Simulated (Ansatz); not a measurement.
Molecular dynamics, step by step

H$_{2}$O$_{2}$F (SMILES [F-].OO) (charge -1), closed shell, PBE0-D4/def2-SVPD (Ansatz 0.2.0). Settings (timestep in fs, temperature in K; T counts 9 degrees of freedom):

```yaml
hamiltonian: {xc: pbe0, dispersion: d4}
md: {n_steps: 60, timestep: 0.5, temperature: 1500, ensemble: nve, seed: 204, initial_velocities: maxwell_boltzmann}
```

Start (the SMILES describes the start alone):

| atom | x (Å) | y (Å) | z (Å) |
| --- | --- | --- | --- |
| F1 | -0.2846 | 0.2810 | -1.4492 |
| O2 | 0.7477 | -0.5542 | 0.6486 |
| O3 | -0.4106 | 0.2232 | 1.0369 |
| H4 | 0.6287 | -0.4144 | -0.3388 |
| H5 | -0.6812 | 0.4644 | 0.1024 |

| step | time (fs) | potential energy less the start (meV) | kinetic energy (meV) | T (K) |
| --- | --- | --- | --- | --- |
| 0 | 0.00 | 0.0 | 581.7 | 1500 |
| 4 | 2.00 | 98.1 | 484.3 | 1249 |
| 8 | 4.00 | 240.4 | 342.4 | 883 |
| 12 | 6.00 | 311.9 | 270.3 | 697 |
| 16 | 8.00 | 431.9 | 150.4 | 388 |
| 20 | 10.00 | 511.0 | 71.9 | 185 |
| 24 | 12.00 | 478.6 | 103.6 | 267 |
| 28 | 14.00 | 472.1 | 111.0 | 286 |
| 32 | 16.00 | 322.6 | 259.7 | 670 |
| 36 | 18.00 | 195.8 | 386.4 | 997 |
| 40 | 20.00 | 117.6 | 464.9 | 1199 |
| 44 | 22.00 | 81.7 | 500.0 | 1289 |
| 48 | 24.00 | 195.9 | 386.9 | 998 |
| 52 | 26.00 | 254.8 | 327.9 | 846 |
| 56 | 28.00 | 259.0 | 322.9 | 833 |
| 60 | 30.00 | 363.9 | 219.1 | 565 |

Step 16, positions (Å) and forces (eV/Å):

```csv
atom,x,y,z,Fx,Fy,Fz
F1,-0.277,0.270,-1.428,-0.205,0.215,-0.242
O2,0.760,-0.592,0.608,-1.490,1.043,2.397
O3,-0.432,0.268,1.043,0.861,-1.692,-0.716
H4,0.834,-0.102,-0.214,-0.085,0.115,-1.772
H5,-0.887,0.230,0.132,0.919,0.318,0.333
```

Step 24, positions (Å) and forces (eV/Å):

```json
{"atom": "F1", "x": "-0.273", "y": "0.267", "z": "-1.420", "Fx": "-0.076", "Fy": "0.257", "Fz": "-0.342"}
{"atom": "O2", "x": "0.749", "y": "-0.590", "z": "0.601", "Fx": "-0.691", "Fy": "2.046", "Fz": "0.790"}
{"atom": "O3", "x": "-0.430", "y": "0.270", "z": "1.040", "Fx": "1.402", "Fy": "-1.758", "Fz": "0.289"}
{"atom": "H4", "x": "0.864", "y": "-0.031", "z": "-0.235", "Fx": "-0.445", "Fy": "-1.129", "Fz": "0.024"}
{"atom": "H5", "x": "-0.845", "y": "0.166", "z": "0.158", "Fx": "-0.190", "Fy": "0.583", "Fz": "-0.761"}
```

Step 36, positions (Å) and forces (eV/Å):

```
atom       x       y       z      Fx      Fy      Fz
  F1  -0.269   0.266  -1.413  -0.234   0.184  -0.372
  O2   0.722  -0.557   0.606   0.540  -0.133   1.847
  O3  -0.406   0.243   1.035  -0.238  -0.687  -0.974
  H4   0.781  -0.190  -0.293  -0.254   0.027  -1.095
  H5  -0.791   0.248   0.085   0.186   0.608   0.595
```

Last step (60):

```
5
angstrom
F -0.2694 0.2699 -1.4217
O 0.7318 -0.5091 0.6265
O -0.4053 0.1882 1.0155
H 0.3799 -0.6382 -0.2546
H -0.5504 0.7394 0.1926
```

Hardware: 2 CPU threads of an Arm Neoverse V2, shared host. Wall time about 48 s.
